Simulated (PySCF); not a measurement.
CHN, SMILES C#N, PBE0/def2-SVP optimised geometry.

```
3

C      0.04     0.00     0.00
N     -1.12     0.00     0.00
H      1.12     0.00     0.00
```

Density from PBE0/def2-TZVP (PySCF) at that geometry.

Minimum of the electron density along straight lines between bonded atoms, close to the bond critical point (lines longer than 1.1 times the sum of covalent radii, or with two minima, are not listed):

```json
[
 {"bond": "C1–N2", "length / Å": "1.154", "ρ at the minimum / e bohr⁻³": "?", "∇²ρ there / e bohr⁻⁵": "?", "position (fraction from the first atom)": "0.34"},
 {"bond": "C1–H3", "length / Å": "1.080", "ρ at the minimum / e bohr⁻³": "?", "∇²ρ there / e bohr⁻⁵": "-1.06", "position (fraction from the first atom)": "0.67"}
]
```

Question: Some entries are withheld; supply them.

Answer: 
- C1–N2, ρ at the minimum / e bohr⁻³: 0.491
- C1–N2, ∇²ρ there / e bohr⁻⁵: -0.03
- C1–H3, ρ at the minimum / e bohr⁻³: 0.282
